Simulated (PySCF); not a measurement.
**Core-level binding energies of acrylonitrile**

Acrylonitrile, C3H3N.
SMILES with atom numbers: `[CH2:1]=[CH:2][C:3]#[N:4]`

Computed with PySCF 2.14.0, delta-SCF UKS SCAN, pcX-2 on the ionised atom, pcseg-1 elsewhere, spin-free X2C. Each binding energy is the total energy of the core-ionised species, with the hole localised on one atom, minus that of the ground state; both are solved self-consistently, so orbital relaxation is included.

What binding energy does each computed site have?

```csv
atom(s),bonded to,level,binding energy (eV),above the level's lowest (eV),count
C1,C (double bond) and 2 H,C 1s,291.52,0.00,1
C2,"C (double bond), C and H",C 1s,292.36,+0.84,1
C3,N (triple bond) and C,C 1s,292.43,+0.91,1
N4,C (triple bond),N 1s,405.12,0.00,1
```

The listed C 1s values span 0.91 eV, from C1 (bonded to C (double bond) and 2 H) to C3 (bonded to N (triple bond) and C).

What is the longest wavelength that can ionise C 1s of C2 vertically?

λ = hc/E = 12398.42 eV Å / 292.36 eV = 42.408 Å.

Which effective nuclear charge Zeff reproduces each element's mean 1s value in the hydrogen-like formula E = 13.606 eV × Zeff²?

C (Z = 6): mean 292.1 eV, Zeff = 4.63, Z − Zeff = 1.37; N (Z = 7): mean 405.1 eV, Zeff = 5.46, Z − Zeff = 1.54. Means run over the listed sites, weighted by atom count.

Isolated species at its GFN2-xTB geometry, gas phase.
